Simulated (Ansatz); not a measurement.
Input for Ansatz (development build ahead of 0.2.0):

```yaml
crystal:
  periodic: [false, false, false]
  atoms:
    - { symbol: C, position_ang: [0.0, 0.0, -0.62287] }
    - { symbol: F, position_ang: [0.0, 0.0, 0.62287] }
basis:
  gaussian: { orbitals: def2-SVP }
total_charge: 1
hamiltonian:
  xc: hf
correlation:
  method: ccsd_t
  frozen_orbitals: { C: 1, F: 1 }
scf:
  omitted_lower_state_checks: [starts, atomic_configurations, cluster_reference, orbital_swaps, given_window_search, neighbouring_geometries, increment]
```

The input is written out in the form of the current development build from the run's settings.

Output:

```json
{
 "Converged": "yes",
 "Reference energy": "-136.70850 hartree",
 "Correlation energy": "-0.30756 hartree",
 "Total energy": "-137.01606 hartree",
 "Stability test": "minimum among restricted orbitals"
}
```
